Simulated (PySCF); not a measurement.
# BrH2O: the cost of one run

Programs: PySCF 2.14.0. All values are calculated, for the isolated system unless a continuum is named. Atoms count from 0, parts from 1.

### 1 Starting point

4 atoms, charge -1, multiplicity 1; geometry: GFN1-xTB. Parts: 1 = atom 0, `[Br-]`, charge -1; 2 = atoms 1–3, `O`, charge 0. In the given geometry H3 is shared between O1 (1.20 Å) and Br0 (1.68 Å), so values for the parts refer to these atom groups.

### 2 Geometry optimisation at PBE0-D3(BJ)/def2-SVPD

The job: settings as JSON, then the geometry in Å.

```
{"job": {"xc": "PBE0", "basis": "def2-SVPD", "d3": "d3bj", "grid": 2, "kind": "geom", "shake": 0.01}, "charge": -1, "multiplicity": 1, "parts": [{"atoms": "0-0", "charge": -1, "multiplicity": 1}, {"atoms": "1-3", "charge": 0, "multiplicity": 1}]}
Br     0.009014     0.288473    -0.035852
O      2.798762     0.649158     0.553200
H      2.929259    -0.293917     0.649015
H      1.628659     0.576955     0.291283
```

The run is started by

```
$ OMP_NUM_THREADS=1 python cluster_run.py task.json out
```

This one command runs all jobs of the session in turn.

Q: Estimate the wall time and peak memory of this first job on 1 thread of Arm Neoverse V2, shared host.

About 21 s, with a peak of 0.35 GiB.
